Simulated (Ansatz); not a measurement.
# AlP+ (quartet): the correlation ladder, def2-QZVPP

The task here is to estimate one member of a computed series from the others.

Computed with Ansatz 0.2.0, Gaussian basis. Level: def2-QZVPP, core rule «outside noble gas», up to 10 orbitals frozen.

The runs, in order: UHF; ROHF; CCSD(T) on UHF.

## The system

The geometry is a PBE0/def2-TZVP stationary point (not a proven minimum) of the parent state, kept for this charge and spin.

2 atoms, charge 1, spin multiplicity 4.

Atoms are counted from 1 here; the program's logs count them from 0.

Bond lengths: Al1–P2 2.381 Å.

The first run:

Contents of in.yaml:

```yaml
crystal:
  periodic: [false, false, false]
  atoms:
    - {symbol: Al, position_ang: [0.000000, 0.000000, 0.000000]}
    - {symbol: P, position_ang: [0.000000, 0.000000, 2.380600]}
basis:
  gaussian: {orbitals: "def2-QZVPP.json"}
total_charge: 1
magnetization: {spin_polarized: true, initial_magnetization: 3}
hamiltonian: {xc: hf}
output: {orbitals: {seedname: orbitals}}
```

Run with:

```sh
$ ansatz run in.yaml --threads 1 --pin off --events-out ev --progress --plain --max-ram 2393MiB
```

Among the steps run: UHF; ROHF; CCSD(T) on UHF.

One table of the session follows, with a row left open; its other results are not shown here.

It belongs to the step «Misses and costs». 

```
  method  from UCCSD(T) (meV)
    ROHF              +4760.2
     UHF                    ?
    UMP2               +919.6
   UCCSD               +227.5
UCCSD(T)                    0
```

**Question.** Estimate the row for UHF.

The run gave: from UCCSD(T) (meV): +4529.5. In the column «from UCCSD(T) (meV)» it lies between UMP2 (+919.6) and ROHF (+4760.2).
